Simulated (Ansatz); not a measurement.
Born–Oppenheimer molecular dynamics of AlBH6Si (9 atoms, charge 0, multiplicity 1). It starts from a relaxed structure.

Level of theory: RKS PBE-D4/STO-3G (Ansatz).

```
ensemble                      : NVE (Milne-controlled integrator)
time step                     : 0.5 fs
steps asked                   : 250
starting velocities drawn for : 700 K
seed                          : 289265
```

First frame:

```xyz
9
Properties=species:S:1:pos:R:3
B -1.123 0.993 -1.496
Al 0.266 0.857 -0.051
Si 0.642 -1.121 1.074
H -0.896 0.754 -2.634
H -2.251 1.285 -1.284
H 1.112 2.059 0.328
H 1.934 -1.709 0.734
H -0.342 -2.162 0.807
H 0.659 -0.956 2.523
```

Question: How far do the bonds stretch over the last three quarters of this one trajectory? (Pairs bonded in most of those frames.)

Answer: 
```json
{"bond": "B1–Al2", "mean (Å)": "2.020", "spread (Å)": "0.049", "shortest": "1.94", "longest": "2.11"}
{"bond": "B1–H4", "mean (Å)": "1.185", "spread (Å)": "0.016", "shortest": "1.15", "longest": "1.22"}
{"bond": "B1–H5", "mean (Å)": "1.187", "spread (Å)": "0.021", "shortest": "1.15", "longest": "1.23"}
{"bond": "Al2–Si3", "mean (Å)": "2.317", "spread (Å)": "0.028", "shortest": "2.26", "longest": "2.35"}
{"bond": "Al2–H6", "mean (Å)": "1.525", "spread (Å)": "0.022", "shortest": "1.49", "longest": "1.56"}
{"bond": "Si3–H7", "mean (Å)": "1.465", "spread (Å)": "0.028", "shortest": "1.42", "longest": "1.51"}
{"bond": "Si3–H8", "mean (Å)": "1.461", "spread (Å)": "0.021", "shortest": "1.42", "longest": "1.50"}
{"bond": "Si3–H9", "mean (Å)": "1.466", "spread (Å)": "0.039", "shortest": "1.40", "longest": "1.52"}
```

Mean temperature of the second half: 373 K. The conserved energy stayed within 0.0083 meV per atom of its start (net change -0.00044 meV per atom), so the integration is sound. The temperature averaged 0.53 of the 700 K drawn at the start: a run that starts near a minimum puts about half its kinetic energy into the potential. A run of 0.12 ps of so small a system gives no equilibrium averages. Limits of this set-up: minimal basis.

The run took 4.7 min on 1 thread of Arm Neoverse V1, with other jobs on the host, peak memory 0.08 GiB.
